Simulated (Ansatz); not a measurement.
Worked example: correlation energy of CH3⁺, triplet

Geometry: a point of a stretch scan, not a stationary point.

```yaml
atoms:
  - { symbol: C, position_ang: [0.0000, -0.0774, 0.1624] }
  - { symbol: H, position_ang: [0.0000, 1.7610, -2.3930] }
  - { symbol: H, position_ang: [0.0000, -0.0774, 1.2453] }
  - { symbol: H, position_ang: [0.0000, -0.7609, -0.7876] }
```

Basis cc-pVDZ; Ansatz 0.2.0. Only valence electrons are correlated (noble-gas cores frozen), which leaves 6 electrons in 28 orbitals. R marks a restricted (for open shells ROHF) determinant, U an unrestricted one.

Full CI is exact within this basis and frozen core; it isn't the basis-set limit. The frozen core follows each run's orbitals, which can shift R against U totals by a few meV.

Runs differ by some tens of microhartree through their thresholds and, for an open shell, their frozen cores, so steps under 0.1 kcal/mol mean nothing.

| level | total energy (hartree) |
| --- | --- |
| UHF | -39.066101 |
| UMP2 | -39.142455 |
| UCCSD | -39.163981 |
| UCCSD(T) | -39.165349 |
| UCCSDT | -39.165741 |
| UCCSDT(Q) | -39.165774 |
| full CI | -39.165761 |

**Question.** What is the correlation energy at full CI, and what share of it do UMP2 and UCCSD(T) recover?

**Answer.** E(corr) = -39.165761 − (-39.066101) = -0.099660 hartree = -2.712 eV. UMP2: -0.076354 / -0.099660 = 76.61 %. UCCSD(T): -0.099248 / -0.099660 = 99.59 %.

**Question.** By how many kcal/mol does UCCSD(T) miss full CI (1 hartree = 627.509 kcal/mol), and which steps make up the rest?

**Answer.** -39.165349 − (-39.165761) = 0.000412 hartree = 0.26 kcal/mol. Steps: UCCSDT − UCCSD(T) = -0.25, UCCSDT(Q) − UCCSDT = -0.02, full CI − UCCSDT(Q) = 0.01 kcal/mol. That is within 1 kcal/mol of the reference in this basis, which itself misses far more of the correlation at the basis-set limit.
